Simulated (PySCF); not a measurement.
Geometry (Å), atoms numbered from 1 in this order:
```xyz
9

N    -1.752    1.884   -0.526
C    -1.299    0.861   -0.300
C    -0.717   -0.428   -0.015
C     0.730   -0.224    0.413
O     1.113   -0.213    1.547
O     1.521   -0.050   -0.644
H    -0.748   -1.037   -0.921
H    -1.274   -0.904    0.795
H     2.438    0.117   -0.374
```

- GFN2-xTB structure
- PBE0/pcSseg-1 with gauge-including orbitals
- code: PySCF 2.14.0 with density-fitted response routines
- equivalent nuclei averaged, single conformer, isolated molecule, relativity neglected

Q: Predict the 2D correlation tables (HSQC, COSY, HMBC).

A: 

HSQC (one-bond C–H):
```
          δH         δC
3.22 (H7/H8)  24.5 (C3)
```

HMBC (two and three bonds, from the bond graph):
```
          δH                      δC
3.22 (H7/H8)  168.1 (C4), 117.6 (C2)
```

No COSY cross peaks are expected.

Shifts are taken against calculated references (same method and geometry level): TMS for ¹H, ¹³C.

OH and NH positions are those of a molecule without intermolecular hydrogen bonds; in solution they move with solvent, concentration and temperature, and exchange usually removes their couplings. Shifts are as computed. Against solution values, carbons near 30 ppm lie about +3 ppm off and those near 130 ppm about +5 ppm. Of 1313 compounds with measured shifts, 239 miss one by over three times the rms of a fit or turn the order of signals round; such compounds aren't used in these exercises. The C=O carbon of an acid or of an amide with N–H lies up to 10 ppm further downfield in solution, through hydrogen bonding that the calculation lacks.
